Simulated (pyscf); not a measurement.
Optimised with ωB97X-D3(BJ)/def2-SVP in PySCF. MP2 and CC: frozen core, UHF for open shells. ΔMP2 is the change of the MP2 total energy from the triple- to the quadruple-zeta basis.

### Question
Estimate the classical barrier height and the reaction energy of methane (CH₄) + HO–AlH₂ -> H₃C–AlH₂ + water (H₂O) at CCSD(T)/def2-TZVPP + ΔMP2(QZVPP). The step runs on the singlet surface, breaks C–H, Al–O and forms Al–C, H–O; take the separated reactants as zero.

### Answer
ΔE‡ = 143.2 kJ/mol, ΔE = +147.9 kJ/mol. Zero-point energy shifts the barrier by -2.6 kJ/mol. It is a four-centre exchange, with an imaginary mode of 1362i cm⁻¹. On the product side the descent ends in an adduct with a Al–O contact, 89.1 kJ/mol under the separated species and 72.8 kJ/mol under the saddle at ωB97X-D3(BJ)/def2-TZVP. At CCSD(T) the saddle lies under the separated products, which points to a path from their complex (located at ωB97X-D3(BJ) alone), and parting the products costs more than the saddle. What is counted as broken (Al–O) persists as a longer contact in the product adduct; parting that adduct is a step of its own. At the saddle there is also a short Al–H contact that neither side keeps. At ωB97X-D3(BJ) the barrier from the zero used here is 132.7 kJ/mol. This is the saddle that the search found; another between the same sides may lie lower. The CCSD(T) − MP2 part came from Ansatz, without density fitting, on the same reference.
